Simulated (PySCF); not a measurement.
Basis-set dependence of HCl at CCSD(T)

PySCF, RHF reference; singlet, unpaired electrons none; De to H + Cl without counterpoise correction. Frozen cores follow the default of each basis and core potential.

| basis | relativity | functions | Re (Å) | ωe (cm⁻¹) | De (eV) | frozen orbitals |
| --- | --- | --- | --- | --- | --- | --- |
| 6-31G(d,p) | no relativity | 23 | 1.273 | 3061 | 4.24 | 5 |
| jorge-DZP-DKH | spin-free X2C | 29 | 1.290 | 2985 | 4.23 | 5 |
| aug-pcseg-1 | no relativity | 36 | 1.289 | 2986 | 4.34 | 5 |
| aug-cc-pVDZ/aug-cc-pV(D+d)Z | no relativity | 41 | 1.287 | 2985 | 4.42 | 5 |
| pcseg-2 | no relativity | 48 | 1.273 | 3014 | 4.53 | 5 |
| x2c-TZVPPall | spin-free X2C | 56 | 1.273 | 3015 | 4.53 | 5 |
| def2-TZVPPD | no relativity | 68 | 1.275 | 3011 | 4.57 | 5 |

Task: How does each smaller set differ from the one with most functions, def2-TZVPPD?

Result: 6-31G(d,p): -0.2 pm, +1.7 % in ωe, -0.33 eV in De; jorge-DZP-DKH: +1.5 pm, -0.9 % in ωe, -0.34 eV in De; aug-pcseg-1: +1.4 pm, -0.8 % in ωe, -0.23 eV in De; aug-cc-pVDZ/aug-cc-pV(D+d)Z: +1.2 pm, -0.9 % in ωe, -0.15 eV in De; pcseg-2: -0.2 pm, +0.1 % in ωe, -0.04 eV in De; x2c-TZVPPall: -0.2 pm, +0.1 % in ωe, -0.04 eV in De. All at CCSD(T); the set with most functions is neither the basis-set limit nor always the best. The rows treat relativity differently, so the differences are not basis effects alone.

Correlated steps freeze 5 core orbitals. Correlated levels converge slowly with the basis: in double zeta they bind strong bonds too weakly, by up to about 1 eV, and carry superposition errors of some tenths. Where the molecule has an RHF reference, its open-shell atoms are computed with UHF.
